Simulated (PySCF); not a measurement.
Bond curve of SiCl

Set-up: Si x2c-TZVPPall, Cl x2c-TZVPPall; spin-free X2C with a Gaussian nucleus (PySCF 2.14). Energies in eV from Si + Cl in their ground configurations at the same level. State: ²Π (doublet), unpaired electrons π ↑.

All columns are UHF. A positive dipole means Si(−)Cl(+).

```
R (Å)  E (eV)  μ (D)  Mulliken charge on Si (basis-dependent)  HOMO (eV)  LUMO (eV)  Mayer bond order  ⟨S²⟩
1.784  -1.934   0.91                                     0.08      -6.98       0.87              1.33  0.78
1.867  -2.555   0.36                                     0.14      -7.24       0.66              1.26  0.78
1.950  -2.894  -0.22                                     0.21      -7.50       0.47              1.19  0.78
2.012  -3.016  -0.66                                     0.25      -7.68       0.32              1.14  0.78
2.074  -3.054  -1.10                                     0.29      -7.86       0.18              1.10  0.78
2.136  -3.029  -1.55                                     0.32      -8.04       0.05              1.05  0.77
2.219  -2.922  -2.16                                     0.37      -8.27      -0.13              1.00  0.77
2.323  -2.712  -2.91                                     0.41      -8.54      -0.34              0.94  0.77
2.447  -2.392  -3.81                                     0.46      -8.84      -0.58              0.88  0.77
2.613  -1.915  -4.99                                     0.51      -9.22      -0.89              0.81  0.77
```

A fit through these points gives, at Re = 2.077 Å, μ = -1.13 D and dμ/dR = -7.22 D/Å; the reduced mass is 15.54 u.

Task: How strong is the fundamental in the double-harmonic approximation, I = 42.26·(dμ/dR)²/μred km/mol?

Result: I = 42.26·(-7.22)²/15.54 = 142 km/mol at UHF.

Hartree–Fock leaves out correlation, which carries a large part of most bond energies and some tenths to 1 eV of ionisation energies. The state was picked by a PBE0 search and need not be the measured ground state.
